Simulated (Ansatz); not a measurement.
**Relaxing a trial structure of C2H3Cl3**

The starting geometry of this gas-phase triplet was optimised with GFN2-xTB as a singlet; its bonds are those of `CC(Cl)(Cl)Cl`.

```tsv
atom	x (Å)	y (Å)	z (Å)
C	-1.6716	-2.7519	-1.1321
C	-0.6912	-1.8036	-0.4863
Cl	0.5713	-1.3185	-1.6432
Cl	-1.5210	-0.3339	0.0812
Cl	0.0981	-2.5731	0.9127
H	-2.1442	-2.2665	-1.9834
H	-1.1491	-3.6429	-1.4726
H	-2.4350	-3.0371	-0.4120
```

Where would you expect an optimisation with PBE-D3(BJ)/def2-SVP to take it?

It falls apart into C2H3Cl2 + Cl. Contacts that open: C2–Cl5 (1.78 → 3.57 Å).

The energy falls by 3.12 eV over 25 steps:

```json
{"step": "1", "E − E(last) (eV)": "3.123"}
{"step": "4", "E − E(last) (eV)": "1.661"}
{"step": "6", "E − E(last) (eV)": "0.681"}
{"step": "9", "E − E(last) (eV)": "0.289"}
{"step": "12", "E − E(last) (eV)": "0.135"}
{"step": "14", "E − E(last) (eV)": "0.100"}
{"step": "17", "E − E(last) (eV)": "0.043"}
{"step": "20", "E − E(last) (eV)": "0.009"}
{"step": "22", "E − E(last) (eV)": "0.000"}
{"step": "25", "E − E(last) (eV)": "0.000"}
```

Final geometry (Å):

| atom | x (Å) | y (Å) | z (Å) |
| --- | --- | --- | --- |
| C | -1.7686 | -2.6507 | -1.0187 |
| C | -1.2549 | -1.3593 | -0.4984 |
| Cl | 0.4830 | -1.1637 | -0.3238 |
| Cl | -2.0658 | 0.1139 | -0.8947 |
| Cl | 1.3691 | -3.7088 | 0.0610 |
| H | -1.6245 | -2.7440 | -2.1212 |
| H | -1.2275 | -3.4870 | -0.5331 |
| H | -2.8535 | -2.7279 | -0.8069 |

No frequencies were run, so the end isn't proven a minimum. Open shells are spin-unrestricted. The triplet needn't be the ground state. Run with Ansatz 0.2.0, 41 s on 2 threads of AMD EPYC 9R45 96-Core Processor (Zen 5) (shared host).
